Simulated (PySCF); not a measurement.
CH5PSi

CH5PSi is a carbene (divalent C1, bonded to 1 P + 1 H), neutral, singlet. The structure, one conformer, was relaxed in the gas phase by PBE0-D3(BJ)/def2-SVP. No frequency run checks that it is a minimum.

Singlet and triplet of such a carbene can lie close, so the singlet may not be the ground state, and shieldings that rest on so small a gap are unreliable.

SMILES: [CH]P[SiH3]

Coordinates in Å:
```
C1      2.275    0.599   -0.183
P2      0.984   -0.348    0.219
Si3    -1.258   -0.115   -0.020
H4      1.920    1.513   -0.698
H5      1.290   -1.548    0.899
H6     -1.923   -0.072    1.316
H7     -1.424    1.182   -0.736
H8     -1.819   -1.241   -0.825
```

Shieldings: GIAO PBE0/pcSseg-2. Shifts are against computed references at the same level: C TMS (σ 184.1 ppm), H TMS (σ 31.24 ppm), Si TMS (σ 341.3 ppm). Core levels by delta-SCF with SCAN, pcX-2 on the ionised atom and pcseg-1 elsewhere, spin-free X2C (2p3/2 is the spin-free 2p value less a third of a first-order spin-orbit splitting); from the vacuum level, for chosen atoms.

(1) Give the NMR and core-level values of the distinct atoms.

(2) By CAM-B3LYP/def2-SVPD (TDDFT singlets, Tamm-Dancoff triplets, ionisation by delta-SCF), where does absorption start, and what does vertical ionisation take?

Answers

(1) 
| atoms | bonded to | σ (ppm) | δ (ppm) | core level (eV) |
| --- | --- | --- | --- | --- |
| C1 | 1 P + 1 H | -245.7 | 429.8 | - |
| P2 | 1 C + 1 Si + 1 H | 290.8 | - | 2p3/2 136.96 |
| Si3 | 1 P + 3 H | 426.8 | -85.6 | 2p3/2 107.31 |
| H4 | 1 C | 9.61 | 21.63 | - |
| H5 | 1 P | 23.26 | 7.99 | - |
| H6 H7 H8 | 1 Si | 26.99 | 4.25 | - |

Values are those of this one static structure, with the three H of a rotating XH3 group averaged; atoms that internal rotation interchanges would show their mean in an NMR spectrum.

Core levels of C1 are left out, their hole states being strongly spin-contaminated.

(2) The lowest singlet lies at 2.74 eV (f 0.002), the strongest of the first 6 at 5.81 eV (f 0.377), the lowest triplet at 1.72 eV; vertical ionisation takes 8.25 eV.

The 3 runs behind this took 65 s in all, one thread each of Arm Neoverse N1 on a shared host, launched as `OMP_NUM_THREADS=1 python cluster_run.py task.json out`.
